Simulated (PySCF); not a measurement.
# AlO (oxoaluminum) at UTPSS/def2-TZVPPD

What is the vertical ionisation energy of AlO (oxoaluminum) at UTPSS/def2-TZVPPD? Input form: a Python script.

The calculation is run with PySCF 2.14.0.

2 further runs of the same task are left out: 2 set aside as unsound or not needed.

## Step 1: The molecule

AlO: 2 atoms, total charge 0, spin state doublet. SMILES: `[O]=[Al]`. The shape comes from GFN2-xTB, which is rough for such elements, and wasn't checked as a minimum.

Bond lengths: O1–Al2 1.570 Å.

## Step 2: The energy at UTPSS/def2-TZVPPD

input.py reads:

```python
from pyscf import gto, dft

mol = gto.M(
    atom=[
    ('O', (0.000000, 0.000000, 0.000000)),
    ('Al', (0.000000, 0.000000, 1.570050)),
],
    max_memory=1860,
    spin=1,
    basis='def2-tzvppd',
    verbose=3,
)

mf = dft.UKS(mol, xc='tpss')
mf.conv_tol = 1e-10
mf.grids.level = 5
mf.kernel()
if not mf.converged:
    mf = mf.newton().run(mf.mo_coeff, mf.mo_occ)

e_final = mf.e_tot
print('E = %.10f Eh' % e_final)
```

Launch:

```
$ OMP_NUM_THREADS=1 python input.py
```

The program printed:

```text
WARN: HOMO -0.221251431941674 >= LUMO -0.221251431941667

converged SCF energy = -317.680927635853  <S^2> = 0.755817  2S+1 = 2.0058086
E = -317.6809276359 Eh
```

It took 27 s on 1 thread of Arm Neoverse V1, shared host; peak memory 0.46 GiB.

## Step 3: The singlet cation at the same level

job.py reads:

```python
from pyscf import gto, dft

system = gto.Mole()
system.atom = '''
O      0.000000     0.000000     0.000000
Al     0.000000     0.000000     1.570050
'''
system.verbose = 3
system.basis = 'def2-tzvppd'
system.max_memory = 1860
system.charge = 1
system.spin = 0
system.build()

mf = dft.RKS(system, xc='tpss')
mf.grids.level = 5
mf.conv_tol = 1e-10
mf.kernel()
if not mf.converged:
    mf = mf.newton().run(mf.mo_coeff, mf.mo_occ)

e_tot = mf.e_tot
print('E = %.10f Eh' % e_tot)
```

Launch:

```
$ OMP_NUM_THREADS=1 python job.py
```

The program printed:

```text
converged SCF energy = -317.308744568749
E = -317.3087445687 Eh
```

Run time: 13 s. Hardware: 1 thread of Arm Neoverse V1, shared host; peak memory 0.45 GiB.

## Step 4: What came out

Level: UTPSS/def2-TZVPPD.

| quantity | value |
| --- | --- |
| doublet AlO: total energy | -317.68093 Eh |
| doublet AlO: dipole moment | 4.11 D |
| doublet AlO: HOMO energy (highest over α and β) | -6.70 eV |
| doublet AlO: LUMO energy (lowest over α and β) | -5.05 eV |
| doublet AlO: ⟨S²⟩ | 0.756 |
| singlet cation: total energy | -317.30874 Eh |
| singlet cation: HOMO energy | -14.19 eV |
| singlet cation: LUMO energy | -13.44 eV |
| singlet cation: HOMO–LUMO gap | 0.75 eV |
| vertical ionisation energy (to the singlet cation) | 10.128 eV |

What this shows: The vertical ionisation energy comes to 10.13 eV (234 kcal/mol). Only the singlet of the ionised species was computed; a triplet could lie lower.
